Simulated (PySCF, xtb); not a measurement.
BH2PS: 4 structures ranked

4 gas-phase structures of BH2PS, found in a search over its isomers (lower ones may exist). Each was relaxed with GFN2-xTB:

A. `B1PS1`, a singlet
B. `[BH2-]1P=[S+]1`, a singlet
C. `PB=S`, a singlet
D. `P=BS`, a singlet

**Question.** Which do you expect lowest at r2SCAN-D4/def2-SVP, and how would the others follow?

**Answer.** Calculated order at r2SCAN-D4/def2-SVP: C (0.0), A (10.4), D (24.1), B (27.9) kcal/mol.

Energies above the lowest of each column, in kcal/mol; the last columns are at B3LYP-D4/def2-SVP geometries and were run for some of them only (a dash: not run or not comparable):

| structure | GFN2-xTB | HF/STO-3G | r2SCAN-D4/def2-SVP | B3LYP-D4/def2-SVP | CCSD(T)/def2-TZVP |
| --- | --- | --- | --- | --- | --- |
| C | 6.8 | 0.0 | 0.0 | 0.0 | 0.0 |
| A | 0.0 | 11.3 | 10.4 | 11.7 | 9.6 |
| D | 31.9 | 42.8 | 24.1 | 24.1 | 24.4 |
| B | 1.6 | 25.3 | 27.9 | – | – |

CCSD(T)/def2-TZVP puts C lowest of those it was run on; GFN2-xTB picks A. Flexible structures stand in one conformer each, not always the lowest. Frequencies (GFN2-xTB) were run for A, C, D alone.

Over these structures GFN2-xTB departs from r2SCAN-D4/def2-SVP by 12.8 kcal/mol on average once a common shift is removed. A GFN2-xTB relaxation took about 0.052 s and the r2SCAN-D4/def2-SVP energy about 3.8 s on a shared host (PySCF 2.14.0, xtb 6.7.1).
